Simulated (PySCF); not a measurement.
Species: N2.
InChI=1S/N2/c1-2

Computed with PBE0-D3(BJ)/def2-SVP geometry optimisation, gas phase (PySCF).

Take the most abundant isotopes and a rigid rotor. 

**Question.** What are the moment of inertia and the rotational constant?

**Answer.** I = 8.438 u·Å², B = 505379 MHz·u·Å²/I = 59896 MHz (1.9979 cm⁻¹, or 2.875 K as hB/k). For two atoms I = μr² with μ = 7.0015 u and r = 1.0978 Å.

**Question.** List the first levels of a rigid rotor in a Σ state.

**Answer.** E(J) = BJ(J+1): J = 1: 3.996, J = 2: 11.987, J = 3: 23.975, J = 4: 39.958, J = 5: 59.937, J = 6: 83.912 cm⁻¹.

**Question.** Has it a pure rotational spectrum?

**Answer.** Not by electric dipole: D∞h allows no dipole (computed 0.00 D). Rotational Raman lines (ΔJ = 2) lie at B(4J + 6), spaced by 4B = 7.992 cm⁻¹, with nuclear-spin weights that differ between even and odd J.

**Question.** Estimate the classical rotational partition function at 100 K, 200 K and 500 K.

**Answer.** Point group D∞h, symmetry number σ = 2; q = kT/(σhB), k/h = 20836.6 MHz/K: 17.4 at 100 K, 34.8 at 200 K, 87.0 at 500 K.

PBE0-D3(BJ)/def2-SVP frequencies: not computed here. Constants of a rigid frame at the computed geometry: no zero-point averaging, no centrifugal distortion.
